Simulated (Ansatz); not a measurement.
# BH4NO: active-space calculation

Wanted for BH4NO: an active-space calculation.

All numbers are computed with Ansatz 0.2.0, driven from Python. The levels of theory stand in the script.

### Step 1. The system

Bond lengths: N1–B2 1.478 Å, B2–O3 1.438 Å, N1–H4 0.985 Å, N1–H5 1.100 Å, B2–H6 1.198 Å, O3–H7 1.029 Å. Angles: N1–B2–O3 117.2°, N1–B2–H6 121.9°, O3–B2–H6 120.9°, B2–N1–H4 108.0°, B2–N1–H5 107.3°, H4–N1–H5 105.1°, B2–O3–H7 105.7°.

The script holds or builds the structure itself.

### Step 2. Script

cas_bh4no.py reads:

```python
"""Static correlation in BH4NO: natural occupations of an active space."""

import ansatz as az
from ase import Atoms

BASIS = "6-31G*"


def main() -> None:
    atoms = Atoms(["N", "B", "O", "H", "H", "H", "H"], positions=[
        (-0.7524, 0.0958, -0.7484),
        (0.2339, 0.1501, 0.3507),
        (1.0367, -1.0224, 0.5726),
        (-1.4247, -0.5866, -0.5203),
        (-1.3004, 1.0494, -0.7444),
        (0.3755, 1.1291, 1.0261),
        (1.8927, -0.8834, 0.018),
    ])
    geometry = az.Crystal.molecule_from_ase(atoms)

    base = (
        geometry.calculation()
        .basis(gaussian=BASIS)
        .correlation(active_electrons=2, active_orbitals=3)
    )
    for method in [None, "sc_nevpt2"]:
        data = (base if method is None else base.correlation(method)).run().report
        space = data["configurations"]
        state = space["states"][0]
        print(method or "casscf", f"total {data['free_energy_ev'] / 27.211386246:.6f} Ha, active-space state {state['energy']['hartree']:.6f} Ha, mean field {data['reference_energy_ev'] / 27.211386246:.6f} Ha")
        print("  determinants", state["n_determinants"], " natural occupations", [round(n, 3) for n in space["natural_occupations"]])
    print("effectively unpaired electrons, sum of min(n, 2 - n):", round(sum(min(n, 2 - n) for n in space["natural_occupations"]), 3))


if __name__ == "__main__":
    main()
```

### Step 3. The calls as engine input

The engine receives this input (first run):

```yaml
crystal:
  periodic: [false, false, false]
  atoms:
    - { symbol: "N", position_ang: [-0.7524, 0.0958, -0.7484] }
    - { symbol: B, position_ang: [0.2339, 0.1501, 0.3507] }
    - { symbol: O, position_ang: [1.0367, -1.0224, 0.5726] }
    - { symbol: H, position_ang: [-1.4247, -0.5866, -0.5203] }
    - { symbol: H, position_ang: [-1.3004, 1.0494, -0.7444] }
    - { symbol: H, position_ang: [0.3755, 1.1291, 1.0261] }
    - { symbol: H, position_ang: [1.8927, -0.8834, 0.018] }
basis:
  gaussian:
    orbitals: "6-31G*"
correlation:
  active_space:
    window:
      electrons: 2
      orbitals: 3
```

### Step 4. Launch

On the command line:

```bash
$ python cas_bh4no.py
```

Standard output:

```text
casscf total -156.384535 Ha, active-space state -156.384535 Ha, mean field -156.359650 Ha
  determinants 9  natural occupations [1.972, 0.025, 0.003]
sc_nevpt2 total -156.785226 Ha, active-space state -156.384533 Ha, mean field -156.359650 Ha
  determinants 9  natural occupations [1.972, 0.025, 0.003]
effectively unpaired electrons, sum of min(n, 2 - n): 0.055
```

It took 8.2 s on 1 thread of Intel Xeon Platinum 8259CL at 2.50GHz (Skylake/Cascade Lake), shared host; peak memory 0.18 GiB.

### Step 5. Inputs of later runs

The engine's inputs for the other runs:

Run 2, against run 1:

```diff
@@ -14,0 +15 @@
+  method: sc_nevpt2
```

### Step 6. The engine's runs

One row for each of the 2 runs:

| run | method | energy (eV) | SCF cycles | CPU time (s) |
| --- | --- | --- | --- | --- |
| 1 | not set | -4255.4400 | 11 | 3.6 |
| 2 | sc_nevpt2 | -4266.3433 | 11 | 4.1 |

### Step 7. Summary of results

| quantity | value |
| --- | --- |
| natural occupations | 1.972, 0.025, 0.003 |
| runs compared | 2 |

**Reading.** The natural occupations stay near whole numbers, so one determinant describes the state well. Both runs converged. The geometry is a force-field or estimated start, not a minimum of this method, and the basis set is short of its limit. The active space starts as a window about the frontier orbitals and is then optimised, not chosen by chemistry.
